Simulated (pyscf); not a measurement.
One addition across a multiple bond or ene-type step on the singlet surface with elements of a group swapped. CCSD(T)/def2-TZVPP + ΔMP2(QZVPP), kcal/mol, from the separated reactants. Single points on ωB97X-D3(BJ)/def2-SVP structures (PySCF, gas phase). MP2 and CC: frozen core, UHF for open shells. ΔMP2 is the change of the MP2 total energy from the triple- to the quadruple-zeta basis.

```json
[
 {"step": "HI + H₂C=CH₂ → H₃C–CH₂–I", "barrier": "…", "reaction energy": "…", "imaginary mode (i cm⁻¹)": "1546"},
 {"step": "H₂C=CH₂ + HF -> H₃C–CH₂–F", "barrier": "48.3", "reaction energy": "-15.5", "imaginary mode (i cm⁻¹)": "1895"},
 {"step": "H₂C=CH₂ + HCl → H₃C–CH₂–Cl", "barrier": "42.1", "reaction energy": "-21.0", "imaginary mode (i cm⁻¹)": "1704"}
]
```

What belongs in the gaps?


- HI + H₂C=CH₂ → H₃C–CH₂–I, barrier: 35.3
- HI + H₂C=CH₂ → H₃C–CH₂–I, reaction energy: -25.8

Row 1: On the product side the descent ends in a point that may be a rotor saddle (no frequency run), 3.5 kcal/mol over the lowest minimum found and 59.8 kcal/mol under the saddle at ωB97X-D3(BJ)/def2-TZVP. Row 2: On the reactant side the descent ends in a complex, 5.6 kcal/mol under the separated species and 48.2 kcal/mol under the saddle at ωB97X-D3(BJ)/def2-TZVP. Each row is the saddle that its search found. The CCSD(T) − MP2 part came from Ansatz, without density fitting, on the same reference. The frozen core leaves the outer d or s,p core shells of the metals and heavy elements correlated in the MP2 and CC values, and def2-TZVPP describes them poorly, which can shift differences by a few kcal/mol. Elements past Kr carry the def2 core potentials, without spin-orbit coupling.
